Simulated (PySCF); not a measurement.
# `C[C@@H]1S[C@@H]1CF`, C₄H₇FS

Geometry (Å), atoms numbered from 1 in this order:
```xyz
13

C     1.515    0.521    0.288
C     0.761   -0.757    0.047
S     0.241   -1.162   -1.642
C    -0.713   -0.791   -0.158
C    -1.539    0.469   -0.186
F    -1.799    0.887    1.099
H     1.357    0.844    1.317
H     2.579    0.360    0.132
H     1.189    1.312   -0.382
H     1.179   -1.614    0.568
H    -1.244   -1.644    0.255
H    -1.022    1.287   -0.694
H    -2.508    0.289   -0.663
```

Computed, not measured: PySCF 2.14.0, TDDFT wB97X-D/def2-SVPD circular dichroism and optical rotation, one conformer, gas phase. Geometry: GFN2-xTB.

The molecule is flexible and this is one conformer; a measurement averages over conformers. States above about 8.7 eV (minus the energy of the highest occupied orbital) lie near or above the ionisation threshold and depend on the basis.

Stereocentres: C2 S, C4 R.

(1) Give the optical rotatory dispersion at 633, 589.3, 546, 436, 405, 365, 355 nm.

(2) And for the mirror image at 589.3 nm?

(3) What is the molar rotation [Φ] = [α]·M/100 of the geometry above at 589.3 nm?

Results:

(1) [α] in deg dm⁻¹ (g/mL)⁻¹:
| λ (nm) | origin-invariant length gauge | modified velocity gauge | length gauge (centre of mass) | isotropic polarisability (au) |
| --- | --- | --- | --- | --- |
| 633 | -56.9 | -57.5 | -61.4 | 68.8 |
| 589.3 | -66.0 | -66.6 | -71.2 | 69.0 |
| 546 | -77.3 | -78.0 | -83.6 | 69.3 |
| 436 | -123.1 | -123.8 | -133.6 | 70.6 |
| 405 | -142.6 | -143.0 | -155.1 | 71.2 |
| 365 | -172.3 | -171.8 | -188.5 | 72.2 |
| 355 | -179.9 | -179.0 | -197.4 | 72.6 |

(2) +66.0 deg dm⁻¹ (g/mL)⁻¹ (origin-invariant length gauge): the same size and the opposite sign.

(3) With M = 106.16 g/mol, -70.1 deg cm² dmol⁻¹ (origin-invariant length gauge).

The first excitation lies at 4.93 eV (251 nm) with R = +1.9 × 10⁻⁴⁰ esu² cm² (velocity form).
